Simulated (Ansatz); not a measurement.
**Aluminium, fcc: r²SCAN0 at the r²SCAN geometry**

How do the levels change when part of the exchange is made exact, and what does it cost? Spin polarisation is left out. The geometry was relaxed under r²SCAN beforehand and is kept. Exact exchange is dear, so the k-mesh is coarse, and r²SCAN is run on the same mesh for comparison.

Method: DFT, plane waves (500 eV) with PBE-made PAW files, scalar-relativistic; functionals as named at each step, in Ansatz 0.2.0.

**1. The system as given**

Symmetry: Fm-3m, No. 225, cubic system. Conventional cell: a = 3.993 Å, b = 3.993 Å, c = 3.993 Å, α = 90.00°, β = 90.00°, γ = 90.00°. Al (site symmetry m-3m) has 12 Al at 2.82 Å as nearest neighbours.

Structure file:

```cif
data_structure
_symmetry_space_group_name_H-M 'P 1'
_symmetry_Int_Tables_number 1
_cell_length_a 2.8237
_cell_length_b 2.8237
_cell_length_c 2.8237
_cell_angle_alpha 60.000
_cell_angle_beta 60.000
_cell_angle_gamma 60.000
_cell_volume 15.92
loop_
_atom_site_label
_atom_site_type_symbol
_atom_site_fract_x
_atom_site_fract_y
_atom_site_fract_z
_atom_site_occupancy
Al1 Al 0.00000 0.00000 0.00000 1
```

**2. r²SCAN on the coarse mesh**

The run with r²SCAN.

Input file input.yaml:

```yaml
crystal:
  lattice:
    - [0.0, 1.9966927596, 1.9966927596]
    - [1.9966927596, 0.0, 1.9966927596]
    - [1.9966927596, 1.9966927596, 0.0]
  atoms:
    - { symbol: Al, position: [0.0, 0.0, 0.0] }
hamiltonian:
  xc: r2scan
  pseudopotentials:
    kind: paw
    azcp:
      Al: "pseudopotentials/Al.paw.azcp"
basis:
  ecutwfc: 500
  fft_grid_basis: typed
kpoints:
  mp_grid: { grid: [7, 7, 7], shift: [0, 0, 0] }
magnetization:
  spin_polarized: false
scf:
  occupations: { method: fermi_dirac, width: 0.1 }
```

The log of the run (excerpt; [...] marks lines left out):

```text
Warning: RAYON_NUM_THREADS=4 ignored (pool sized by the plan → 4); use --threads N
[...]
Pseudopotentials: kind: paw
Pseudopotential: Al, paw, valence charge 3, recommended cutoff 500 eV (meta_gga), <dir>
Functional definition: r2SCAN
[...]
Crystal: 1 atoms, lattice volume = 15.921 Å³
Basis set: ecut = 500 eV, 411 PW (Γ), exchange–correlation on 96×96×96 points (64 copies of the dense FFT grid, shifted against one another)
Bands: 6, of which v1, the nominal top of the filled ones, is band 2 counted from 1 (1 counted from 0)
Symmetry: 48 space group operations
Space group: Fm-3m (ITA 225), of the structure as read, at distance tolerance 2.5e-5 Å
k-points: 20 of 343
[...]
SCF iter   1: F=—  HF=-540.459598 eV  |F-HF|=—  |Δ(HF+E_count)|=         —  Δρ=3.34e-3  dr2=1.79e-3  dr2_τ=4.96e-3  ethr=1.77e-3  ⟨swp⟩=4.9  Hψ=1034  notcnv=0
[...]
SCF iter   6: F=-540.467048 eV  HF=-540.467048 eV  |F-HF|=1.74e-9  |Δ(HF+E_count)|=   5.50e-8  Δρ=7.50e-6  dr2=9.14e-9  dr2_τ=1.29e-11  ethr=3.33e-9  ⟨swp⟩=2.0  Hψ=201  notcnv=0
[...]
SCF converged after 6 iterations
Free energy (F): -540.467048 eV
[...]
E sigma→0 (E₀):  -540.462935 eV
Entropy (-TS):   -0.008226 eV (-8.226 meV/atom)
Fermi energy:    8.423387 eV
[...]
```

Wall time 0.27 s (4 threads of an x86-64 CPU, shared host); peak memory 0.41 GiB.

**3. r²SCAN0 on the coarse mesh**

The run with r²SCAN0.

input.yaml, as its differences from that of step 2:

```diff
@@ -8,3 +8,3 @@
 hamiltonian:
-  xc: r2scan
+  xc: r2scan0
   pseudopotentials:
```

The log of the run (excerpt; [...] marks lines left out):

```text
Warning: RAYON_NUM_THREADS=4 ignored (pool sized by the plan → 4); use --threads N
[...]
[... 2 set-up lines as earlier in the session ...]
Functional definition: r2SCAN0
[...]
Crystal: 1 atoms, lattice volume = 15.921 Å³
Basis set: ecut = 500 eV, 411 PW (Γ), exchange–correlation on 96×96×96 points (64 copies of the dense FFT grid, shifted against one another)
Bands: 6, of which v1, the nominal top of the filled ones, is band 2 counted from 1 (1 counted from 0)
[... 2 set-up lines as earlier in the session ...]
k-points: 20 of 343
[...]
SCF iter   1: F=—  HF=-540.459311 eV  |F-HF|=—  |Δ(HF+E_count)|=         —  Δρ=3.46e-3  dr2=1.92e-3  dr2_τ=4.95e-3  ethr=1.77e-3  ⟨swp⟩=7.1  Hψ=631  notcnv=0
[...]
Frozen-core exchange: fock
[...]
SCF iter   4: F=-540.269743 eV  HF=-540.269743 eV  |F-HF|=6.25e-12  |Δ(HF+E_count)|=   4.50e-8  Δρ=6.41e-7  dr2=3.30e-8  dr2_τ=5.08e-13  ethr=1.01e-12  ⟨swp⟩=4.0  Hψ=418  notcnv=0  defer=3
[...]
hybrid outer 2: dexx = +7.274e-9 eV, tail = 6.61e-8 eV, Δε = 2.36e-4 eV (about 1.12e-4 eV left of the loop's levels)
hybrid SCF converged: 2 outer / 9 inner (+7 warm-up), last move |dexx| = 7.27e-9 eV, tail = 6.61e-8 eV
Stability not checked: this state was not tested for a lower state beside it, because the functional holds exact exchange (a hybrid, or Hartree-Fock), whose exchange loop this test does not read (fock_operator; see scf.lower_state_search)
Free energy (F): -540.269743 eV
Frozen-core exchange: fock
[...]
E sigma→0 (E₀):  -540.267337 eV
Entropy (-TS):   -0.004811 eV (-4.811 meV/atom)
Fermi energy:    8.384096 eV
[...]
--- Band table (eV; the first three rows and the last of 20) ---
  k-point 0: bands = ["-5.4517", "22.8731", "22.8731", "22.8731"]
[...]
  guard bands above this table: 2 of the run's 6 bands. The solve was not asked for them (output.publish_guard_bands: true or output.eigenvalues: true publishes all)
```

Wall time 2.5 s (4 threads of an x86-64 CPU, shared host); peak memory 0.77 GiB.

**4. The functionals compared**

| functional | gap on the mesh | Fermi energy (eV) | SCF cycles | exchange loops | CPU time |
| --- | --- | --- | --- | --- | --- |
| r²SCAN | none (levels filled in part) | 8.423 | 6 | - | 0.62 s |
| r²SCAN0 | none (levels filled in part) | 8.384 | 16 | 2 | 7 s |

**5. What came out**

```
                             quantity                         value
                          r²SCAN: gap  none (levels filled in part)
                         r²SCAN0: gap  none (levels filled in part)
  r²SCAN0: SCF cycles, exchange loops                         16, 2
r²SCAN0: CPU time over that of r²SCAN                            11
```

**Reading.** Both r²SCAN and r²SCAN0 leave levels filled in part. r²SCAN0 cost 11 times the CPU time of r²SCAN. r²SCAN0 needed 2 outer loops of the exchange operator. The cell taken over is 4 % smaller than the measured one (16.60 Å³/atom, COD). Absolute energies differ from functional to functional, by eV per atom at times, and say nothing by themselves.
